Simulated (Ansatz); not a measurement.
Born–Oppenheimer molecular dynamics of BH$_{5}$N$_{2}$ (8 atoms, charge 0, multiplicity 1). It starts from a relaxed structure.

These are results of RKS revPBE/def2-SVP in Ansatz, not measurements.

- ensemble: NVT, Langevin thermostat
- time step: 0.5 fs
- steps asked: 166
- set temperature: 2000 K
- friction: 0.01 /fs
- seed: 436120

First frame:

```xyz
8
Properties=species:S:1:pos:R:3
B -0.001 -0.254 -0.157
H -0.003 -0.896 0.882
N 1.255 0.068 -0.749
H 2.136 -0.216 -0.328
H 1.373 0.599 -1.612
N -1.254 0.133 -0.714
H -2.137 -0.105 -0.269
H -1.368 0.671 -1.573
```

Problem. How far do the bonds stretch over the last three quarters of this one trajectory? (Pairs bonded in most of those frames.)

Solution. 
| bond | mean (Å) | spread (Å) | shortest | longest |
| --- | --- | --- | --- | --- |
| B1–H2 | 1.244 | 0.041 | 1.16 | 1.33 |
| B1–N3 | 1.471 | 0.077 | 1.31 | 1.61 |
| B1–N6 | 1.450 | 0.045 | 1.40 | 1.56 |
| N3–H4 | 1.040 | 0.078 | 0.91 | 1.17 |
| N3–H5 | 1.035 | 0.036 | 0.97 | 1.10 |
| N6–H7 | 1.033 | 0.025 | 0.95 | 1.09 |
| N6–H8 | 1.055 | 0.075 | 0.90 | 1.19 |

Mean temperature of the second half: 1539 K. The mean temperature of the second half is 23 % below the set value. A run of 0.083 ps of so small a system gives no equilibrium averages.

The run took 3.7 min on 1 thread of Arm Neoverse V1 (shared host), peak memory 0.11 GiB.
